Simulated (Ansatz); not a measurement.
[OH···H···Cl], doublet in cc-pVDZ: errors against UCCSDT(Q)

Geometry: a point of a hydrogen-transfer path between rigid fragments, not a stationary point.

```xyz
4

O    -1.0212   -0.2316    0.0000
H    -1.2705    0.6949    0.0000
H     0.3818   -0.2316    0.0000
Cl    1.9098   -0.2316    0.0000
```

Basis cc-pVDZ; Ansatz 0.2.0. Correlated methods freeze the noble-gas cores, which leaves 15 electrons in 36 orbitals. R marks a restricted (for open shells ROHF) determinant, U an unrestricted one. Active spaces: pair = (3e, 3o) about the gap; valence = (15e, 10o) chosen from the atoms' valence shells.

Full CI isn't at hand for all of this; UCCSDT(Q) serves as the reference, and is uncertain by about the last step of the cluster series. The frozen core follows each run's orbitals, which can shift R against U totals by a few meV.

For open shells CISD is restricted-active-space CI with the open shells as a complete middle space.

* UHF ⟨S²⟩: 0.757
* T1 diagnostic (RCCSD): 0.0143
* largest doubles amplitude (RCCSD): 0.055
* T1 diagnostic (UCCSD): 0.0120

```
   level  E − E(RHF) (eV)
     UHF          -0.1153
    RMP2          -8.3913
    UMP2          -8.3914
   RCCSD          -9.1682
   UCCSD          -9.1696
RCCSD(T)          -9.3182
UCCSD(T)          -9.3187
```

Question: Estimate how far UCCSDT(Q) in cc-pVDZ lies from RCCSD(T). The table doesn't fix it; the size of (T) and the diagnostics are the guide.

Answer: UCCSDT(Q) in cc-pVDZ lies 3.4 kJ/mol below RCCSD(T), which is 23 % of the (T) step (-14.5 kJ/mol). The diagnostics are small and one determinant leads, so the series closes fast and only a small part of (T) is left.

The other levels:

```tsv
level	E − E(UCCSDT(Q)) (kJ/mol)	share of correlation (%)	wall time
CISD	86.8	90.38	4 s
BCCD(T)	3.3	99.63	4 s
RCCSDT	1.7	99.81	–
UCCSDT	1.7	99.82	–
RCCSDT(Q)	0.1	99.99	39 s
CASSCF (pair space)	844.2	6.45	–
NEVPT2 (pair space)	86.9	90.38	1.9 s
CASSCF (valence space)	765.6	15.16	–
NEVPT2 (valence space)	166.3	81.58	2.7 s
MRCISD (valence space)	65.2	92.78	–
MRCISD+Q (valence space)	7.7	99.15	5.5 s
MRCISD+Q(relaxed) (valence space)	3.5	99.61	8 s
```

The correlation energy at UCCSDT(Q), counted from RHF, is -9.353 eV. That run took 36 s on 1 thread of Arm Neoverse V2, shared host.

Times hold each run's SCF and search for its determinant on a shared host, so for small cases they say little of a method's own cost; they ran on 1 thread of Arm Neoverse V2.

Natural occupations of CASSCF (valence space) about the gap: 1.999 1.999 1.982 1.976 1.000 0.024 0.019; effectively unpaired electrons, Σ n²(2−n)², 1.01.
